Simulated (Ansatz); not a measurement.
A nudged elastic band was laid between two geometries of H7Si3 (10 atoms, charge 1, multiplicity 1).

Level of theory: RKS BLYP-D4/def2-SVP in Ansatz 0.2.0.

```yaml
movable_images: 7
climbing_image: yes
spring: 5.0 eV/Å²
optimiser: quadratic models (default)
start_path: through a guess of the saddle point
force_threshold: 0.05 eV/Å
iteration_limit: 60
end_points: relaxed
```

Image 0:

```xyz
10
Properties=species:S:1:pos:R:3
Si -1.219 1.166 -1.332
Si 0.195 -0.565 -0.501
Si 1.114 -0.811 1.688
H -2.434 0.414 -1.781
H -0.431 1.717 -2.480
H -1.467 2.138 -0.230
H 0.523 -1.620 -1.520
H 1.943 -2.048 1.724
H -0.106 -0.853 2.556
H 1.882 0.461 1.875
```

Image 8:

```xyz
10
Properties=species:S:1:pos:R:3
Si -0.980 1.257 -1.439
Si -0.102 -0.684 -0.367
Si 1.066 -0.827 1.708
H -2.441 0.946 -1.546
H -0.294 1.249 -2.770
H -0.665 2.440 -0.591
H -0.336 -1.960 -1.126
H 2.245 0.069 1.487
H 1.411 -2.254 1.963
H 0.094 -0.235 2.681
```

Task: What changes between the two ends?

Result: No bond is made or broken. The dihedral Si1–Si2–Si3–H9 goes from 59 to 180°. The two ends are copies of one structure, up to a mirror image or an exchange of like atoms.

Task: Give the energies along the band, and the barrier.

Result: The forces met the threshold. The highest image is number 0 of 0 to 8, 0.0 kJ/mol above the ends, which have the same energy within 2 meV. The highest image is an end point: on this band no image between the ends rises above it. Inner images lie up to 0.005 eV below the lower end, so the ends aren't the lowest states on this path. Limits of this set-up: the dipole of an ion depends on the origin.

```csv
image,path coordinate (Å),energy (kJ/mol),dihedral Si1–Si2–Si3–H9 (°)
0,0.00,0.0,59
1,0.56,-0.2,74
2,1.12,-0.4,89
3,1.67,-0.5,106
4,2.23,-0.4,122
5,2.79,-0.4,138
6,3.34,-0.3,154
7,3.90,-0.1,167
8,4.45,0.0,180
```

The run took 94 s on 1 thread of Arm Neoverse V2, on a shared host, peak memory 0.28 GiB.
